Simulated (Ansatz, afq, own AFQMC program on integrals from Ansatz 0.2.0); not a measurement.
WSiH2⁺, sextet: AFQMC among the cluster methods

```xyz
4

W     0.0000    0.0000    0.3511
Si    0.0000    0.0000   -2.0874
H     0.0000   -1.2203   -2.9324
H     0.0000    1.2203   -2.9324
```

Connectivity, by distances: W–SiH2.

Basis def2-SVP with its core potentials. Noble-gas cores (and the filled d shells of Ga–Kr and In–Xe) are frozen. Integrals, coupled cluster, full CI and functionals: Ansatz 0.2.0; the random walks run on the same integrals in our own AFQMC program. ph-AFQMC/CISD is guided by a CISD state made of CCSD amplitudes; releasing the constraint for a short imaginary time cuts its bias at the price of noise, slowly where states lie close. Uncertainties: one standard error, sampling alone. No spin–orbit coupling. The metal's outer-core s and p shells are frozen, which shifts wave-function levels against functionals.

Determinant: UHF, the one that the program's search chose, which needn't be the lowest solution. The geometry is a point of a scan.

No full CI on the walks' own integrals is used here; CCSDT(Q) serves as the reference and is uncertain by about the last step of the cluster series.

Cautions: no spin-orbit coupling; outer-core shells of the metal frozen; lower spins were not checked; higher spins were not checked.

The T1 diagnostic is 0.0321, the weight of the determinant in the CISD state is 0.873 and the ⟨S²⟩ of the determinant is 8.777. The size of the correlated space is 11 electrons in 51 orbitals.

Reference: CCSDT(Q), correlation energy -5.067 eV. The released energy is read at 4.20 1/Eh (meV from the phaseless value at times in 1/Eh: -10 ± 3 at 0.60, -17 ± 3 at 1.20, -21 ± 3 at 2.00, -27 ± 4 at 3.00, -24 ± 5 at 4.20).

| level | E − E(reference) (meV) | share of correlation (%) |
| --- | --- | --- |
| HF | 5066.6 | 0.00 |
| MP2 | 1042.5 | 79.42 |
| CCSD | 184.8 | 96.35 |
| CCSD(T) | 41.7 | 99.18 |
| CCSDT | 8.1 | 99.84 |
| ph-AFQMC/HF | 67.0 ± 23.3 | 98.68 |
| ph-AFQMC/CISD | 22.8 ± 3.7 | 99.55 |
| released AFQMC | -0.7 ± 4.6 | 100.01 |

A walk keeps the symmetry of its determinant, which the program's search chose and which needn't be the lowest solution, so a lower state of the same spin and another symmetry isn't excluded. Released energies are given only where the last usable release times agree within the noise; a slower fall can still hide under it.
